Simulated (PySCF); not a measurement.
Dipole moment and polarisability across levels of theory

Compound: C4H8FN.
Z-matrix (Å and degrees, PBE0-D3(BJ)/def2-SVP geometry), rows numbered from 1:
```
C 
N   1  1.4348
C   2  1.2644  1  118.50
C   3  1.4957  2  122.01  1  -179.82
C   4  1.5145  3  112.84  2  -123.94
F   5  1.3761  4  110.10  3   -62.11
H   1  1.1026  2  109.46  3   121.21
H   1  1.1024  2  109.41  3  -122.84
H   1  1.1089  2  114.22  3    -0.80
H   3  1.1113  2  121.96  1     0.83
H   4  1.1047  3  109.25  2   115.95
H   4  1.1007  3  108.59  2    -1.61
H   5  1.1041  4  110.81  3    57.69
H   5  1.1033  4  110.65  3   177.87
```

PySCF, dipoles from the SCF density, polarisabilities from static response with core orbitals frozen. One conformer (not necessarily the lowest) at the PBE0-D3(BJ)/def2-SVP geometry, without solvent, vibrations or thermal averaging.

The anisotropy is √(½[(α1 − α2)² + (α2 − α3)² + (α3 − α1)²]).

```csv
level,μ (D),α (Å³),anisotropy (Å³)
LDA/def2-SVPD,0.368,9.64,4.43
PBE/def2-SVPD,0.362,9.52,4.40
B3LYP/def2-SVPD,0.369,9.17,4.13
PBE0/def2-SVPD,0.351,9.07,4.10
BHandHLYP/def2-SVPD,0.369,8.79,3.92
CAM-B3LYP/def2-SVPD,0.346,8.99,3.93
wB97X-D/def2-SVPD,0.315,8.98,3.91
LC-wPBE/def2-SVPD,0.301,8.74,3.75
HF/def2-SVPD,0.373,8.45,3.76
PBE0/6-31G*,0.226,7.61,4.18
PBE0/def2-SVP,0.323,7.81,4.12
PBE0/def2-TZVP,0.321,8.79,4.21
```

The dipole runs from 0.23 D (PBE0/6-31G*) to 0.37 D (HF/def2-SVPD). No reference polarisability is at hand; against PBE0 in the largest diffuse basis at hand (def2-SVPD) the other PBE0 rows deviate by 6-31G* -16%, def2-SVP -14%, def2-TZVP -3%. In one basis (def2-SVPD) the functionals order the polarisability from HF (lowest) to LDA (highest), a spread of 14%. With PBE0 the polarisability is 8.07 Å³ without diffuse functions (mean of 6-31G*, def2-SVP and def2-TZVP) and 9.07 Å³ with them (def2-SVPD).
